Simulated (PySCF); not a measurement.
Input file for PySCF: R-B3LYP/6-311+G** on C2H2 (SMILES C#C).

```python
from pyscf import gto, scf, dft, mp
from pyscf.data.elements import chemcore

mol = gto.M(
    atom='''
    H    -0.00000000   -1.66786500    1.75000000
    H     0.00000000    1.66786500    1.75000000
    C    -0.00000000   -0.60339700    1.75000000
    C     0.00000000    0.60339700    1.75000000
    ''',
    basis='6-311+g**',
    charge=0, spin=0, verbose=3, max_memory=1800)
mf = dft.RKS(mol, xc='b3lyp')
mf.conv_tol = 1e-8
mf.max_cycle = 100
mf.kernel()
if not mf.converged:
    mf = mf.newton().run(mf.mo_coeff, mf.mo_occ)
```

It printed:

```
converged SCF energy = -77.3565360509731
```

Self-consistency was reached.

Cost: very roughly 2.0 core-seconds.
